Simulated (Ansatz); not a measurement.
A nudged elastic band was laid between two geometries of H4Si + H4Si (10 atoms, charge 0, multiplicity 1).

These are results of RKS revPBE-D4/def2-SVP (Ansatz), not measurements.

| Property | Result |
| --- | --- |
| movable images | 7 |
| climbing image | yes |
| spring | 5.0 eV/Å² |
| optimiser | quadratic models (default) |
| start path | through a guess of the saddle point |
| force threshold | 0.05 eV/Å |
| iteration limit | 60 |
| end points | relaxed |

Initial state:

```xyz
10
Properties=species:S:1:pos:R:3
Si 0.642 -0.015 -0.218
H 1.215 0.148 1.161
H 1.724 0.197 -1.239
H -0.446 1.000 -0.430
H 0.072 -1.398 -0.370
Si -3.023 0.014 1.395
H -3.063 -0.821 0.146
H -4.165 -0.366 2.294
H -3.126 1.470 1.035
H -1.725 -0.229 2.113
```

Final state:

```xyz
10
Properties=species:S:1:pos:R:3
Si -0.467 -0.243 -0.661
H 0.185 0.576 2.847
H 0.740 -0.031 0.214
H -0.452 0.791 -1.756
H -0.372 -1.610 -1.286
Si -2.450 -0.063 0.597
H -3.642 -0.303 -0.293
H -2.462 -1.083 1.704
H -2.567 1.311 1.200
H -0.411 0.656 3.321
```

Question: What changes between the two ends?

Answer: Bonds broken: Si1–H2, Si6–H10. Bonds formed: Si1–Si6, H2–H10. H4Si + H4Si becomes H2 + H6Si2.

Question: Give the energies along the band, and the barrier.

Answer: The run converged. The highest image is number 4 of 0 to 8, 2.93 eV above the first end and 2.78 eV above the last; the last end lies 0.14 eV above the first. Beside the main top the profile has a ripple of under 15 meV (maxima at images 4, 7), which may be a very shallow well or noise. Neighbouring images differ by up to 2.6 eV, so the band resolves the path poorly. A vibrational analysis at the climbing image gives one clearly imaginary mode, 1542i cm⁻¹: a first-order saddle point. The orbitals stay closed-shell, which can raise the energy where a bond breaks towards radicals; this wasn't checked here.

```json
{"image": "0", "path coordinate (Å)": "0.00", "energy (eV)": "0.00", "Si1–H2 (Å)": "1.50", "Si6–H10 (Å)": "1.50", "Si1–Si6 (Å)": "4.00"}
{"image": "1", "path coordinate (Å)": "1.01", "energy (eV)": "0.01", "Si1–H2 (Å)": "1.50", "Si6–H10 (Å)": "1.50", "Si1–Si6 (Å)": "4.04"}
{"image": "2", "path coordinate (Å)": "2.01", "energy (eV)": "0.11", "Si1–H2 (Å)": "1.50", "Si6–H10 (Å)": "1.50", "Si1–Si6 (Å)": "3.73"}
{"image": "3", "path coordinate (Å)": "3.02", "energy (eV)": "0.89", "Si1–H2 (Å)": "1.52", "Si6–H10 (Å)": "1.50", "Si1–Si6 (Å)": "3.22"}
{"image": "4", "path coordinate (Å)": "4.02", "energy (eV)": "2.93", "Si1–H2 (Å)": "1.77", "Si6–H10 (Å)": "1.90", "Si1–Si6 (Å)": "2.69"}
{"image": "5", "path coordinate (Å)": "5.44", "energy (eV)": "0.36", "Si1–H2 (Å)": "2.68", "Si6–H10 (Å)": "2.71", "Si1–Si6 (Å)": "2.37"}
{"image": "6", "path coordinate (Å)": "6.86", "energy (eV)": "0.14", "Si1–H2 (Å)": "3.59", "Si6–H10 (Å)": "3.83", "Si1–Si6 (Å)": "2.36"}
{"image": "7", "path coordinate (Å)": "8.28", "energy (eV)": "0.15", "Si1–H2 (Å)": "3.85", "Si6–H10 (Å)": "3.59", "Si1–Si6 (Å)": "2.36"}
{"image": "8", "path coordinate (Å)": "9.70", "energy (eV)": "0.14", "Si1–H2 (Å)": "3.66", "Si6–H10 (Å)": "3.48", "Si1–Si6 (Å)": "2.36"}
```

Question: What is the geometry of the highest image?

Answer: 
```xyz
10
Properties=species:S:1:pos:R:3:forces:R:3
Si -0.097 -0.048 -0.014 0.00 0.00 0.00
H 0.392 -0.663 1.572 0.00 0.00 -0.01
H 0.978 0.999 0.145 0.00 0.00 0.00
H -1.012 0.586 -1.091 0.01 0.00 0.00
H 0.199 -1.413 -0.572 0.00 0.00 -0.01
Si -2.542 0.148 1.081 -0.01 -0.01 0.01
H -3.240 -0.646 0.012 0.00 0.00 0.00
H -3.084 -0.236 2.441 0.00 0.00 0.00
H -2.739 1.621 0.853 0.00 0.00 0.00
H -0.752 -0.349 1.461 0.00 0.00 0.00
```

The band took 26 iterations and roughly 110 core-seconds.

Run time: 110 s on 1 thread of AMD EPYC 9R45 96-Core Processor (Zen 5), with other jobs on the host, peak memory 0.17 GiB.
